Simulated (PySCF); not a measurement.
# C2HF (Fluoroacetylene): the cost of one run

The runs use PySCF 2.14.0, with density-fitted response routines of our own; the level of theory stands in each step. All values are computed, except where a source is named. Atoms are numbered from 0 throughout.

**1. Starting geometry**

4 atoms, charge 0, multiplicity 1; geometry from: GFN2-xTB. The atoms were then displaced at random by about 0.01 Å, so the start is not that level's minimum.

Bonds of the start (Å): C0–C1 1.17, C1–F2 1.27, C0–H3 1.03.

**2. Optimising the geometry at PBE0-D3(BJ)/def2-SVP**

Job settings and geometry (Å):

```
{"job": {"xc": "PBE0", "basis": "def2-SVP", "d3": "d3bj", "grid": 1, "shake": 0.01, "kind": "geom"}, "charge": 0, "multiplicity": 1}
C     -0.603300    -0.000990    -0.027060
C      0.510250    -0.022960    -0.381800
F      1.722310    -0.068860    -0.762760
H     -1.591270     0.067440     0.266970
```

On the command line:

```
OMP_NUM_THREADS=1 python probes_run.py task.json out
```

This one command runs all jobs of the session in turn.

**Question.** How long does this first job take on 1 thread of AMD EPYC, shared host, and how much memory does it need?

About 6.4 s, with a peak of 0.25 GiB.
